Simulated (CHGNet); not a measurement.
## hcp Hf

Level of theory: the machine-learned potential CHGNet-r²SCAN (trained on r²SCAN data).

Cell (relaxed at this level):

```yaml
crystal:
  lattice:
    - [3.15199, 0.00000, 0.00000]
    - [-1.57599, 2.72970, 0.00000]
    - [0.00000, 0.00000, 5.17496]
  atoms:
    - { symbol: Hf, position: [0.66667, 0.33333, 0.75000] }
    - { symbol: Hf, position: [0.33333, 0.66667, 0.25000] }
```

- lattice parameter a = 3.152 Å
- c axis length = 5.175 Å
- volume per atom = 22.26 Å³/atom

Measured, for comparison: lattice constant a 3.194 Å (293 K, not corrected to a static lattice, our sources range from 3.194 to 3.200; as tabulated in Wikipedia's data pages); lattice parameter c 5.051 Å (293 K, not corrected to a static lattice; as tabulated in Wikipedia's data pages). Computed (rounded) less measured: lattice constant a -1.3 % (-1.3 % to -1.5 % over the range), lattice parameter c +2.5 %. A static lattice is as a rule a little smaller and stiffer than an uncorrected measurement, which narrows the difference in the lattice constant a and would widen misses of the other sign.

A machine-learned potential is trained on density-functional data: it inherits that level's misses and adds fitting errors of its own.

Note: negative: at this level the crystal gains energy by rearranging, so this bulk phase is not the stable one; the model's elastic tensor is not positive definite here.
